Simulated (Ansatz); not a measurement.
**CH₂OS (built from SMILES OC=S): one structure at several levels**

A test off equilibrium: a displaced guess of a reacting structure is computed at several levels, and each is set against CCSD(T).

Program: Ansatz 0.2.0, Gaussian basis. Level of theory: single points in def2-TZVPP. These are calculated values, not measurements.

Cores are frozen in the correlated methods.

## 1. Where the work starts

5 atoms, charge 0, spin multiplicity 1.

Atoms are counted from 1 here; the program's logs count them from 0.

Bond lengths: H1–O2 1.259 Å, O2–C3 1.296 Å, C3–H4 0.928 Å, C3–S5 1.757 Å. Angles: H1–O2–C3 94.5°, O2–C3–H4 124.0°, O2–C3–S5 105.0°, H4–C3–S5 129.4°.

As a file:

```xyz
5
CH2OS
H     0.6437   -0.9909    0.6559
O     0.1712   -0.8830   -0.5059
C    -0.2199    0.3416   -0.3437
H    -0.7051    0.8199   -0.9744
S     0.0218    0.6740    1.3645
```

## 2. CCSD(T)/def2-TZVPP

run/in.yaml reads:

```yaml
crystal:
  periodic: [false, false, false]
  atoms:
    - {symbol: H, position_ang: [0.643700, -0.990900, 0.655900]}
    - {symbol: O, position_ang: [0.171200, -0.883000, -0.505900]}
    - {symbol: C, position_ang: [-0.219900, 0.341600, -0.343700]}
    - {symbol: H, position_ang: [-0.705100, 0.819900, -0.974400]}
    - {symbol: S, position_ang: [0.021800, 0.674000, 1.364500]}
basis:
  gaussian: {orbitals: def2-TZVPP}
correlation: {method: ccsd_t}
output: {forces: true}
```

No record of the launch command was kept for these runs.

## 3. PBE0-D4/def2-TZVPP

Edit run/in.yaml of step 2 so:

```diff
@@ -10,3 +10,3 @@
   gaussian: {orbitals: def2-TZVPP}
-correlation: {method: ccsd_t}
-output: {forces: true}
+hamiltonian: {xc: pbe0, dispersion: d4}
+output: {forces: true, orbitals: {seedname: orbitals}}
```

## 4. wB97M-V/def2-TZVPP

Edit run/in.yaml of step 3 so:

```diff
@@ -10,3 +10,3 @@
   gaussian: {orbitals: def2-TZVPP}
-hamiltonian: {xc: pbe0, dispersion: d4}
-output: {forces: true, orbitals: {seedname: orbitals}}
+hamiltonian: {xc: {name: wB97M-V}}
+output: {forces: true}
```

## 5. r2SCAN-D4/def2-TZVPP

Edit run/in.yaml of step 4 so:

```diff
@@ -10,3 +10,3 @@
   gaussian: {orbitals: def2-TZVPP}
-hamiltonian: {xc: {name: wB97M-V}}
+hamiltonian: {xc: r2scan, dispersion: d4}
 output: {forces: true}
```

## 6. PBE-D4/def2-TZVPP

Edit run/in.yaml of step 5 so:

```diff
@@ -10,3 +10,3 @@
   gaussian: {orbitals: def2-TZVPP}
-hamiltonian: {xc: r2scan, dispersion: d4}
+hamiltonian: {xc: pbe, dispersion: d4}
 output: {forces: true}
```

## 7. r2SCANh-D4/def2-TZVPP

Edit run/in.yaml of step 6 so:

```diff
@@ -10,3 +10,3 @@
   gaussian: {orbitals: def2-TZVPP}
-hamiltonian: {xc: pbe, dispersion: d4}
+hamiltonian: {xc: {name: r2SCANh}, dispersion: d4}
 output: {forces: true}
```

## 8. HSE06-D4/def2-TZVPP

Edit run/in.yaml of step 7 so:

```diff
@@ -10,3 +10,3 @@
   gaussian: {orbitals: def2-TZVPP}
-hamiltonian: {xc: {name: r2SCANh}, dispersion: d4}
+hamiltonian: {xc: hse06, dispersion: d4}
 output: {forces: true}
```

(Steps that only read results are left out.)

Q: Predict the outcome of this session. Wanted: energy less free atoms, CCSD(T)/def2-TZVPP; RMS force component; RMS force error; HOMO and LUMO, PBE0-D4; T1 diagnostic.

**Answer**, as computed:

| quantity | value |
| --- | --- |
| energy less free atoms, CCSD(T)/def2-TZVPP | -1580.6 kJ/mol |
| RMS force component | 4.141 to 4.305 eV/Å over the methods |
| RMS force error | PBE0-D4 0.332, wB97M-V 0.279, r2SCAN-D4 0.196, PBE-D4 0.243, r2SCANh-D4 0.267, HSE06-D4 0.325 eV/Å |
| HOMO and LUMO, PBE0-D4 | -7.19 and -2.29 eV |
| T1 diagnostic | 0.026 |

In words: Against CCSD(T) the functionals' energies less atoms differ by -171.6 to -57.7 kJ/mol, PBE-D4 by -171.6 kJ/mol. CCSD(T) in triple zeta still lacks some correlation energy of the bonds, so part of these gaps is its own basis error and they don't rank the functionals. The forces of r2SCAN-D4 come nearest to CCSD(T), those of PBE0-D4 are farthest. Frozen-core CCSD(T) forces in triple zeta carry basis errors of their own, and this is one geometry, so small gaps rank nothing. The T1 diagnostic is large here, over the usual mark for main-group molecules (transition-metal compounds often pass it harmlessly), so CCSD(T) itself may be off.
